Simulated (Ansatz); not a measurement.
`C/N=C\F` and `N=CN=CF` differ in one atom or group.

Ansatz, PBE0-D4/def2-TZVP geometries, multiplicity 1. Each molecule was computed in one conformer, which needn't be the lowest.

```csv
property,`C/N=C\F`
HOMO–LUMO gap (PBE/def2-TZVPP) / eV,5.51
LUMO energy (B3LYP/def2-TZVPP) / eV,-0.18
HOMO energy (PBE/def2-TZVPP) / eV,-6.51
HOMO energy (B3LYP/def2-TZVPP) / eV,-7.83
LUMO energy (PBE0/def2-TZVPP) / eV,0.12
HOMO energy (ωB97M-V/def2-TZVPP) / eV,-10.46
```

Q: Give the same properties after the change, and the shifts. (Best estimate.)

A: Computed: 
```csv
property,`N=CN=CF`,shift
HOMO–LUMO gap (PBE/def2-TZVPP) / eV,3.93,-1.58
LUMO energy (B3LYP/def2-TZVPP) / eV,-1.95,-1.77
HOMO energy (PBE/def2-TZVPP) / eV,-6.66,-0.15
HOMO energy (B3LYP/def2-TZVPP) / eV,-8.02,-0.19
LUMO energy (PBE0/def2-TZVPP) / eV,-1.69,-1.81
HOMO energy (ωB97M-V/def2-TZVPP) / eV,-10.68,-0.22
```

With PBE0 the HOMO falls by 0.20 eV and the LUMO falls by 1.81 eV, so the gap narrows by about 1.61 eV. PBE moves the HOMO by -0.15 eV and ωB97M-V by -0.22 eV.

B3LYP here is the variant with VWN-RPA as its local correlation; programs differ in this.
